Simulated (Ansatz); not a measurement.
Run this with Ansatz 0.2.0, Python API and show what comes out.

`run_ts.py`:
```python
"""Saddle point for pyramidal inversion in H4NP."""

import itertools
import logging
import sys

import ansatz as az
from ase.data import atomic_numbers, covalent_radii
import numpy as np

logging.basicConfig(stream=sys.stdout, format="%(name)s: %(message)s")
log = logging.getLogger("run")
log.setLevel(logging.INFO)


def main() -> None:
    geometry = (
        az.Crystal.molecule()
        .atom("N", (0.3, -0.8185, 0.0926))
        .atom("P", (-0.5752, 0.701, -0.1062))
        .atom("H", (0.0295, -1.4049, -0.7109))
        .atom("H", (0.017, -1.2588, 0.9141))
        .atom("H", (0.2131, 1.2591, -1.1631))
        .atom("H", (0.0576, 1.4581, 0.9273))
    )

    model = (
        geometry.calculation()
        .basis(gaussian="def2-SVP")
        .functional("PBE")
    )
    symbols = [site.symbol for site in geometry.cartesian_sites]
    start = np.array([site.position_ang for site in geometry.cartesian_sites], dtype=float)
    data = model.relax(force_tolerance=0.005, max_steps=100).run(threads=1, backend="cpu").report
    end = np.array(data["positions_ang"])

    # start with the apex atom pushed most of the way into the plane of its neighbours
    a, b, d = end[[1, 2, 3]]
    normal = np.cross(b - a, d - a)
    normal /= np.linalg.norm(normal)
    flat = end.copy()
    flat[0] -= 0.8 * ((end[0] - a) @ normal) * normal
    guess = np.zeros_like(flat)
    guess[0] = normal
    near = az.Crystal.molecule()
    for symbol, place in zip(symbols, flat):
        near = near.atom(symbol, place.tolist())
    search = (
        near.calculation()
        .basis(gaussian="def2-SVP")
        .functional("PBE")
        .saddle(mode_guess=guess.tolist(), force_tolerance=0.01, max_steps=40)
    )
    steps = []
    top = search.session().plan().execute(on_event=lambda e: steps.append(e["data"]) if e["event"] == "saddle_step" else None).report
    for s in steps:
        log.info(f"step {s['step']:2d}  E = {s['lagrangian_ev']:.5f} eV  force {s['allowed_force_max_ev_ang']:.4f} eV/A  curvature {s['curvature_ev_ang2']:.3f} eV/A^2")
    log.info(f"minimum {data['free_energy_ev']:.5f} eV, saddle {top['free_energy_ev']:.5f} eV")
    log.info(f"electronic barrier {23.060548 * (top['free_energy_ev'] - data['free_energy_ev']):.2f} kcal/mol")
    saddle = np.array(top["positions_ang"])
    # pairs closer than 1.2 times the sum of covalent radii, before or after
    radius = [covalent_radii[atomic_numbers[s]] for s in symbols]
    span = lambda where, i, j: np.linalg.norm(where[i] - where[j])
    bonded = [(i, j) for i, j in itertools.combinations(range(len(symbols)), 2) if min(span(end, i, j), span(saddle, i, j)) < 1.2 * (radius[i] + radius[j])]
    log.info("pair        before    after (A)")
    for i, j in bonded:
        print(f"{symbols[i]}{i}-{symbols[j]}{j}".ljust(10), f"{span(end, i, j):8.4f} {span(saddle, i, j):8.4f}")


if __name__ == "__main__":
    main()
```

```console
$ python run_ts.py
run: step  1  E = -10833.06349 eV  force 1.6366 eV/A  curvature -5.189 eV/A^2
run: step  2  E = -10833.16692 eV  force 0.1446 eV/A  curvature -0.685 eV/A^2
run: step  3  E = -10833.16820 eV  force 0.0599 eV/A  curvature -0.683 eV/A^2
run: step  4  E = -10833.16869 eV  force 0.0652 eV/A  curvature -0.870 eV/A^2
run: step  5  E = -10833.16969 eV  force 0.1655 eV/A  curvature -0.772 eV/A^2
run: step  6  E = -10833.17010 eV  force 0.1321 eV/A  curvature -1.234 eV/A^2
run: step  7  E = -10833.17056 eV  force 0.0194 eV/A  curvature -1.154 eV/A^2
run: step  8  E = -10833.17052 eV  force 0.0091 eV/A  curvature -1.245 eV/A^2
run: step  9  E = -10833.17052 eV  force 0.0025 eV/A  curvature -1.252 eV/A^2
run: minimum -10833.20078 eV, saddle -10833.17055 eV
run: electronic barrier 0.70 kcal/mol
run: pair        before    after (A)
N0-P1        1.7311   1.7049
N0-H2        1.0234   1.0171
N0-H3        1.0246   1.0194
P1-H4        1.4432   1.4515
P1-H5        1.4584   1.4516
```

The settings weren't tested for convergence. The energies are electronic: no zero-point or thermal terms, and the basis set is short of its limit. No separate frequency run checks the order of the saddle point. Hardware and time: 65 s on 1 thread of Arm Neoverse V1 (shared host), peak memory 0.16 GiB.
